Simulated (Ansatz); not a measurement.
Basis-set extrapolation for NO (`[N]=O`) radical (PBE0-D4/def2-TZVP geometry, frozen core, Ansatz 0.2.0). Multiplicity 2, UHF reference.

```
                     cc-pV(T+d)Z  cc-pV(Q+d)Z
                 HF  -129.298037  -129.307784
    MP2 correlation    -0.395503    -0.425027
CCSD(T) correlation    -0.418394    -0.446386
```

Energies in hartree. Use E(X) = E(∞) + A·exp(−5.46·√X) for Hartree–Fock and E(X) = E(∞) + B·X^(−3.05) for correlation, with X = 3 and 4.

**Question.** What is the CCSD(T) energy at the basis-set limit?

**Answer.** HF limit: -129.307784 + (-0.009747) × 0.30130 = -129.31072. Correlation limit: -0.446386 + (-0.027992) × 0.71189 = -0.46631. Total: -129.77703 hartree, 159.1 kJ/mol below CCSD(T)/cc-pV(T+d)Z.
